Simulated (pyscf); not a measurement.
One substitution at Ge on the doublet surface with elements of a group swapped. ωB97M-D3(BJ)/def2-TZVP, kcal/mol, from the separated reactants. Structures and frequencies: ωB97X-D3(BJ)/def2-SVP in PySCF.

```tsv
step	barrier	reaction energy	imaginary mode (i cm⁻¹)
SeH• + GeH₄ → H₃Ge–SeH + H•	25.6	+17.5	610
SeH• + SiH₄ → H₃Si–SeH + H•	?	?	290
```

Task: Complete the blanks.

Result: 
- SeH• + SiH₄ → H₃Si–SeH + H•, barrier: 21.3
- SeH• + SiH₄ → H₃Si–SeH + H•, reaction energy: +16.6

Each row is the saddle that its search found. Left out: the spin-orbit lowering of SeH, which is large for Br, Se, Te and I. Elements up to Kr have no core potential and no relativistic terms here.
